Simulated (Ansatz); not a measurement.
Frontier orbitals of C2H5F2NO (`NC(F)OCF`).

```tsv
atom	x (Å)	y (Å)	z (Å)
N1	-1.365	1.025	0.837
C2	-0.576	-0.026	0.372
F3	-1.256	-0.861	-0.534
O4	0.503	0.522	-0.299
C5	1.455	-0.381	-0.721
F6	2.180	-0.851	0.350
H7	-2.187	0.692	1.319
H8	-1.623	1.653	0.087
H9	-0.269	-0.688	1.186
H10	1.006	-1.247	-1.215
H11	2.132	0.162	-1.380
```

Total charge 0; spin multiplicity 1. The geometry is a stationary point of PBE0-D4/def2-TZVP. It is one conformer, not always the lowest. Basis def2-TZVPP, Ansatz.

```
functional  HOMO (eV)  LUMO (eV)  gap (eV)
       PBE      -6.59       0.40      6.99
      BLYP      -6.49       0.32      6.81
      PBE0      -8.20       1.25      9.45
   r2SCAN0      -8.45       1.85     10.30
     BHLYP      -9.74       1.80     11.54
 CAM-B3LYP      -9.70       1.96     11.66
   LC-ωPBE     -11.11       3.31     14.42
   ωB97X-V     -10.73       3.12     13.85
   ωB97M-V     -10.65       2.61     13.26
```

A quarter of exact exchange (PBE0) shifts PBE's HOMO by −1.60 eV and its LUMO by +0.84 eV; full exchange at long range (ωB97M-V) shifts them by −4.06 and +2.20 eV. The gap opens from 7.00 to 13.26 eV, since occupied levels lose self-interaction and empty ones feel all the electrons. A positive LUMO is unbound and depends on the basis.

LC-ωPBE has ω = 0.4 bohr⁻¹.
